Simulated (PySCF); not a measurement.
Gas-phase reaction: 4 H₃SiOH ⇌ Si(OH)₄ + 3 SiH₄

Energies from PySCF, thermal terms from the rigid-rotor harmonic-oscillator model, ideal gas at 1 bar. † marks an energy on the PBE0/def2-TZVP geometry and frequencies; other levels use their own. CCSD(T) freezes the core. 6-31G* has spherical d functions here. All species are closed-shell singlets. B3LYP is the form with VWN-RPA correlation. H₃SiOH: computed as isolated molecules; such fragments, hydroxides, amides, oligomers or adducts are transient or little studied in the gas. CCSD(T) isn't extrapolated to the basis-set limit; its ΔH°(298 K) is -125.2 kJ in def2-SVP and -116.6 kJ in def2-TZVPP. The harmonic model lacks anharmonicity and excited electronic states, which grow with temperature; levels with a mode under 35 cm⁻¹ are left out. Internal rotation in H₃SiOH, Si(OH)₄ is treated as a harmonic vibration of one conformer, which makes the entropy rough.

```csv
level,"ΔE electronic, kJ","ΔH°(298 K), kJ","ΔS°(298 K), J/K","ΔG°(1200 K), kJ"
B3LYP/def2-TZVP†,-103,-107,-88,-7
BLYP/def2-TZVP†,-98,-102,-88,-1
CCSD(T)/def2-TZVPP†,-113,-117,-88,-16
HF/6-31G*,-117,-123,-89,-21
PBE0/def2-TZVP,-111,-115,-88,-15
r2SCAN/def2-TZVP†,-116,-120,-88,-19
```
ΔH° is lowest at HF/6-31G* and highest at BLYP/def2-TZVP†. No reference value is set beside these.
